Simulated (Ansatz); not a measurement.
**Question.** Name a neutral molecule of F, O, S with HOMO–LUMO gap (B3LYP/def2-TZVPP) between 7.85 and 8.15 eV and LUMO energy (PBE/def2-TZVPP) between -2.35 and -2.05 eV (Ansatz, PBE0-D4/def2-TZVP geometry).

**Answer.** `O=S(F)F` (8.00 eV, -2.14 eV). Other molecules can fit too; these were computed, each in one conformer that needn't be the lowest.

B3LYP here is the variant with VWN-RPA as its local correlation; programs differ in this.
